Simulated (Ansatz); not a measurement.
**AlH3 (quintet): from Hartree-Fock to the top rungs, cc-pVTZ**

One table from this session's results is given with a row withheld; the runs are named, their logs left out.

Program: Ansatz 0.2.0, Gaussian basis. Level of theory: cc-pVTZ, core rule «outside noble gas», up to 5 orbitals frozen. These are calculated values, not measurements.

The runs, in order: UHF; CCSD(T) on ROHF; CCSD(T) on UHF; BCCD(T) on ROHF; CCSDT(Q) on ROHF; CCSDT(Q) on UHF.

28 further runs of the same task are left out: 6 for a known fault of the program, 8 that didn't finish, 14 set aside as unsound or not needed.

**The system**

The geometry is a PBE0/def2-TZVP stationary point (not a proven minimum) of the parent state, kept for this charge and spin.

4 atoms, charge 0, spin multiplicity 5.

Atoms are counted from 1 here; the program's logs count them from 0.

Bond lengths: Al1–H2 1.590 Å, Al1–H3 1.843 Å, Al1–H4 1.843 Å, H3–H4 0.841 Å. Angles: H2–Al1–H3 101.8°, H2–Al1–H4 101.8°, H3–Al1–H4 26.4°, Al1–H3–H4 76.8°, Al1–H4–H3 76.8°.

The first run:

File in.yaml:

```yaml
crystal:
  periodic: [false, false, false]
  atoms:
    - {symbol: Al, position_ang: [0.000000, 0.074413, -0.095633]}
    - {symbol: H, position_ang: [0.000000, -1.372409, -0.753982]}
    - {symbol: H, position_ang: [0.420650, -0.309773, 1.656991]}
    - {symbol: H, position_ang: [-0.420650, -0.309773, 1.656991]}
basis:
  gaussian: {orbitals: cc-pVTZ}
magnetization: {spin_polarized: true, initial_magnetization: 4}
hamiltonian: {xc: hf}
output: {orbitals: {seedname: orbitals}}
```

Run with:

```bash
> ansatz run in.yaml --threads 1 --pin off --events-out ev --progress --plain --max-ram 2393MiB
```

Steps of the session up to this table: UHF; CCSD(T) on ROHF; CCSD(T) on UHF; BCCD(T) on ROHF; CCSDT(Q) on ROHF; CCSDT(Q) on UHF.

One table of the session follows, with a row left open; its other results are not shown here.

| method | from UCCSDT(Q) (meV) |
| --- | --- |
| ROHF | +2157.7 |
| UHF | +2133.8 |
| RMP2 | +536.5 |
| UMP2 | +533.3 |
| RCCSD | ? |
| UCCSD | +65.2 |
| RCCSD(T) | +19.4 |
| UCCSD(T) | +17.3 |
| BCCD(T) | +19.0 |
| RCCSDT | +3.4 |
| UCCSDT | +1.4 |
| RCCSDT(Q) | +2.2 |
| UCCSDT(Q) | 0 |

**Question.** Estimate the row for RCCSD.

As computed: from UCCSDT(Q) (meV): +67.6. In the column «from UCCSDT(Q) (meV)» it lies between UCCSD (+65.2) and UMP2 (+533.3).

To keep in mind: Restricted and unrestricted rows rest on different reference determinants; where their highest levels disagree by more than a few hundredths of an eV, they describe different states and don't form one ladder.
